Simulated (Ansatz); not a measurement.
Basis sets over 5 cases of the adiabatic electron affinity at MP2 with Ansatz (elements up to F), each against its own reference: (a) Hartree-Fock in aug-cc-pV5Z plus the correlation part extrapolated as X^-3 from aug-cc-pVQZ and aug-cc-pV5Z; (b) Hartree-Fock in aug-cc-pVQZ plus the correlation part extrapolated as X^-3 from aug-cc-pVTZ and aug-cc-pVQZ. By their distance from other large sets or by the extrapolation step the references are unsure by up to roughly 0.022 eV. B3LYP-D3(BJ)/def2-TZVP geometries; electronic energies, positive where released; frozen cores; unrestricted open shells; no added dispersion term; no relativity. Cartesian d functions in some cases of 6-31+G*. 

Cases are drawn at random; left out are references unsure by over 0.033 eV, unbound anions, doubtful singlets, and cases whose largest runs show a restricted determinant unstable towards unrestricted orbitals, <S^2> over 0.1 too high or, where CCSD(T) ran, T1 over 0.025 (0.045 for open shells). Sets are drawn from those converged to one state in every case.

Cases (SMILES) and reference values:
- O=[CH] (CH-O) → [CH-]=O (an electron is taken up): 0.188 eV (b)
- F atom → [F-] (an electron is taken up): 3.778 eV (a)
- [OH] (OH) → [OH-] (an electron is taken up): 2.193 eV (a)
- O[O] (O-OH) → [O-]O (an electron is taken up): 1.342 eV (b)
- [N]=B (BH-N) → B=[N-] (an electron is taken up): 3.404 eV (b)

```csv
basis,"functions over def2-SVP (largest species, mean of cases)",mean signed deviation (eV),mean absolute,largest,within 0.1 eV
def2-SVP,1.0,-1.682,1.682,2.497,0 of 5
pcseg-1,1.0,-1.230,1.230,1.920,0 of 5
cc-pVDZ,1.0,-1.810,1.810,2.724,0 of 5
6-31+G*,1.2,-0.424,0.424,0.596,0 of 5
6-311G**,1.3,-1.470,1.470,2.172,0 of 5
6-311+G**,1.5,-0.431,0.431,0.551,0 of 5
aug-pcseg-1,1.7,-0.183,0.183,0.267,0 of 5
aug-cc-pVDZ,1.7,-0.202,0.202,0.249,0 of 5
"6-311++G(2d,2p)",1.9,-0.279,0.279,0.378,0 of 5
def2-TZVP,2.1,-0.623,0.623,0.991,0 of 5
pcseg-2,2.2,-0.432,0.432,0.665,0 of 5
jun-cc-pV(T+d)Z,2.8,-0.151,0.151,0.186,0 of 5
def2-TZVPPD,2.9,-0.171,0.171,0.198,0 of 5
"6-311++G(3df,3pd)",2.9,-0.187,0.187,0.247,0 of 5
aug-cc-pVTZ,3.5,-0.102,0.102,0.138,2 of 5
cc-pVQZ,4.2,-0.496,0.496,0.814,0 of 5
def2-QZVP,4.3,-0.275,0.275,0.437,1 of 5
pcseg-3,4.6,-0.137,0.137,0.185,1 of 5
def2-QZVPPD,4.9,-0.101,0.101,0.123,3 of 5
cc-pV5Z,7.1,-0.212,0.212,0.361,1 of 5
```

Of the sets for which every case ran a larger relative (same family, alike in diffuse functions), none listed holds all cases within 0.1 eV together with them. A case lies within its reference's uncertainty of the window's edge in aug-pcseg-1, jun-cc-pV(T+d)Z, aug-cc-pVTZ, def2-QZVP, def2-QZVPPD. These figures hold for the cases listed.

Ansatz is an electronic-structure program.
